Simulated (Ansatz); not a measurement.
# C5H10O: basis-set convergence

One table from this session's results is given with a row withheld; the runs are named, their logs left out.

Computed with Ansatz 0.2.0, Gaussian basis. Level: one geometry, several basis sets.

The runs, in order: PBE0-D4/def2-SVP; ωB97M-V/def2-SVP; PBE0-D4/def2-QZVPP; ωB97M-V/def2-QZVPP; the functionals' def2-TZVPP values are taken from earlier runs.

### The geometry

All runs share one geometry, relaxed beforehand with PBE0-D4 in a triple-zeta def2 set.

SMILES `CC(C)(C)C=O`, 16 atoms, charge 0, spin multiplicity 1.

Atoms are counted from 1 here; the program's logs count them from 0.

Bond lengths: C1–C2 1.518 Å, C1–H7 1.091 Å, C1–H8 1.093 Å, C1–H9 1.091 Å, C2–C3 1.530 Å, C2–C4 1.530 Å, C2–C5 1.512 Å, C3–H10 1.094 Å, C3–H11 1.093 Å, C3–H12 1.093 Å, C4–H13 1.094 Å, C4–H14 1.093 Å, C4–H15 1.093 Å, C5–O6 1.199 Å, C5–H16 1.115 Å. Angles: C2–C1–H7 111.0°, C2–C1–H8 110.2°, C2–C1–H9 111.0°, H7–C1–H8 108.5°, H7–C1–H9 107.5°, H8–C1–H9 108.5°, C1–C2–C3 111.2°, C1–C2–C4 111.2°, C1–C2–C5 110.8°, C3–C2–C4 109.5°, C3–C2–C5 106.9°, C4–C2–C5 107.0°, C2–C3–H10 111.4°, C2–C3–H11 109.9°, C2–C3–H12 111.3°, H10–C3–H11 107.8°, H10–C3–H12 108.2°, H11–C3–H12 108.1° and more.

Set-up of the first run:

Input file in.yaml:

```yaml
crystal:
  periodic: [false, false, false]
  atoms:
    - {symbol: C, position_ang: [-0.986414, -0.893265, 0.753948]}
    - {symbol: C, position_ang: [-0.029642, 0.055310, 0.054019]}
    - {symbol: C, position_ang: [1.420654, -0.408430, 0.206446]}
    - {symbol: C, position_ang: [-0.369801, 0.187811, -1.431996]}
    - {symbol: C, position_ang: [-0.113488, 1.441729, 0.651468]}
    - {symbol: O, position_ang: [-0.827274, 1.775611, 1.555033]}
    - {symbol: H, position_ang: [-2.017517, -0.547136, 0.663660]}
    - {symbol: H, position_ang: [-0.916379, -1.891744, 0.315511]}
    - {symbol: H, position_ang: [-0.757557, -0.965779, 1.818596]}
    - {symbol: H, position_ang: [2.117185, 0.299920, -0.251117]}
    - {symbol: H, position_ang: [1.555394, -1.374317, -0.286720]}
    - {symbol: H, position_ang: [1.691664, -0.523286, 1.258646]}
    - {symbol: H, position_ang: [0.284978, 0.908985, -1.929426]}
    - {symbol: H, position_ang: [-0.242210, -0.776831, -1.929483]}
    - {symbol: H, position_ang: [-1.404140, 0.509544, -1.574903]}
    - {symbol: H, position_ang: [0.571549, 2.179079, 0.170517]}
basis:
  gaussian: {orbitals: def2-SVP}
hamiltonian: {xc: pbe0, dispersion: d4}
output: {orbitals: {seedname: orbitals}}
```

Run with:

```console
$ ansatz run in.yaml --threads 2 --pin off --events-out ev --progress --plain --max-ram 32768MiB --backend cpu
```

Among the steps run: PBE0-D4 in def2-SVP; ωB97M-V in def2-SVP; PBE0-D4 in def2-QZVPP; ωB97M-V in def2-QZVPP.

One table of the session follows, with a row left open; its other results are not shown here.

It belongs to the step «Functionals by basis». 

| functional | basis | HOMO (eV) | LUMO (eV) |
| --- | --- | --- | --- |
| PBE0-D4 | def2-SVP | -7.16 | -0.38 |
| PBE0-D4 | def2-TZVPP | -7.27 | -0.57 |
| PBE0-D4 | def2-QZVPP | ? | ? |
| ωB97M-V | def2-SVP | -9.55 | 1.98 |
| ωB97M-V | def2-TZVPP | -9.67 | 1.70 |
| ωB97M-V | def2-QZVPP | -9.69 | 1.55 |

Estimate the missing values for PBE0-D4, def2-QZVPP.

As computed: HOMO (eV): -7.30; LUMO (eV): -0.63. In the column «HOMO (eV)» it lies between ωB97M-V, def2-SVP (-9.55) and PBE0-D4, def2-TZVPP (-7.27).
